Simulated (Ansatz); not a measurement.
I need a ranking of conformers of C₅H₄O, SMILES C#CC(=O)C=C. Use Ansatz 0.2.0 through its Python package. Use (for the species named): PBE, def2-SVP basis, multiplicity 1.

The script, `c5h4o.py`:
```python
"""Conformer energies of C5H4O."""

from dataclasses import dataclass

import ansatz
from rdkit import Chem
from rdkit.Chem import AllChem


@dataclass
class Settings:
    basis_set: str = "def2-SVP"
    xc: str = "pbe"


opts = Settings()

rd = Chem.AddHs(Chem.MolFromSmiles("C#CC(=O)C=C"))
ids = list(AllChem.EmbedMultipleConfs(rd, numConfs=20, randomSeed=538, pruneRmsThresh=0.4))
field = [energy for _, energy in AllChem.MMFFOptimizeMoleculeConfs(rd)]
distinct = {round(e, 2): i for i, e in zip(ids, field)}
chosen = sorted(distinct.items())[:4]
found = []
for force_field, index in chosen:
    c5h4o = ansatz.Crystal.molecule()
    for atom, xyz in zip(rd.GetAtoms(), rd.GetConformer(index).GetPositions()):
        c5h4o = c5h4o.atom(atom.GetSymbol(), xyz.round(5).tolist())
    model = (
        c5h4o.calculation()
        .basis(gaussian=opts.basis_set)
        .functional(opts.xc)
    )
    found.append(model.run(threads=1).report["free_energy_ev"])
print("conformer   MMFF (kcal/mol)   this level (kcal/mol)")
for (force_field, index), e in zip(chosen, found):
    print(f"{index:9d} {force_field - chosen[0][0]:17.2f} {23.060548 * (e - min(found)):17.3f}")
```

Output of `python c5h4o.py`:
```text
conformer   MMFF (kcal/mol)   this level (kcal/mol)
        0              0.00             0.111
        1              0.51             0.000
```

The conformers keep their force-field geometries. Run time: 5.8 s on 1 thread of Arm Neoverse V1 (shared host), peak memory 0.25 GiB.
